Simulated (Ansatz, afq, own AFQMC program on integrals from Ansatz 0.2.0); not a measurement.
## Where AFQMC and coupled cluster stand for Ru, quintet

A free Ru atom.

Basis def2-SVP with its core potentials. Only valence electrons are correlated. Ansatz 0.2.0 and our own AFQMC program on the same integrals; the CISD trial comes from CCSD amplitudes, and released means the phaseless constraint is let go. Free projection: walkers drawn from exp(T), propagated without any constraint. Its projection time is finite, and what remains of the start isn't in its error. Error bars are statistical, one sigma. No spin–orbit coupling. The metal's outer-core s and p shells are frozen, which shifts wave-function levels against functionals.

Determinant: UHF, the one that the program's search chose, which needn't be the lowest solution.

No full CI on the walks' own integrals is used here; CCSDTQ serves as the reference and is uncertain by about the last step of the cluster series.

Cautions: no spin-orbit coupling; outer-core shells of the metal frozen.

The T1 diagnostic is 0.0113 and the weight of the determinant in the CISD state is 0.950. The ⟨S²⟩ of the determinant is 6.003. The size of the correlated space is 8 electrons in 27 orbitals.

**Question.** Estimate: order these by the size of their error in total energy against CCSDTQ, smallest first.
A. CCSD
B. MP2
C. CCSDT(Q)
D. phaseless AFQMC with a CISD trial

**Answer.** C (0.9 meV), D (10.1 ± 1.7 meV), A (92.0 meV), B (278.9 meV).

Reference: CCSDTQ, correlation energy -3.462 eV.

A walk keeps the symmetry of its determinant, which the program's search chose and which needn't be the lowest solution, so a lower state of the same spin and another symmetry isn't excluded.
